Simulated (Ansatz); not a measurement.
A run of Ansatz (development build ahead of 0.2.0) on singlet C3H4 at this shape:

```xyz
7

C     0.0000    0.0000   -1.4124
C     0.0000    0.0000    0.0000
C     0.0000    0.0000    1.4124
H     0.0000   -1.0117   -2.0249
H     0.0000    1.0117   -2.0249
H    -1.0117    0.0000    2.0249
H     1.0117    0.0000    2.0249
```

Its results:

```
Converged                       : yes
Reference energy                : -115.84738 hartree
Correlation energy              : -0.48206 hartree
Total energy                    : -116.32944 hartree
Spin squared of the determinant : 0.000
```

Which input gives this output? Name the method, the orbitals and the basis set, and write the input.

RHF-MP2 in def2-TZVP. An unrestricted run that stays on the closed shell gives the same numbers.

```yaml
crystal:
  periodic: [false, false, false]
  atoms:
    - { symbol: C, position_ang: [0.0, 0.0, -1.41239] }
    - { symbol: C, position_ang: [0.0, 0.0, 0.0] }
    - { symbol: C, position_ang: [0.0, 0.0, 1.41239] }
    - { symbol: H, position_ang: [0.0, -1.01173, -2.0249] }
    - { symbol: H, position_ang: [0.0, 1.01173, -2.0249] }
    - { symbol: H, position_ang: [-1.01173, 0.0, 2.0249] }
    - { symbol: H, position_ang: [1.01173, 0.0, 2.0249] }
basis:
  gaussian: { orbitals: def2-TZVP }
hamiltonian:
  xc: hf
correlation:
  method: mp2
  frozen_orbitals: { C: 1, H: 0 }
```

Caution: no unrestricted run beside it, a lower state can exist.
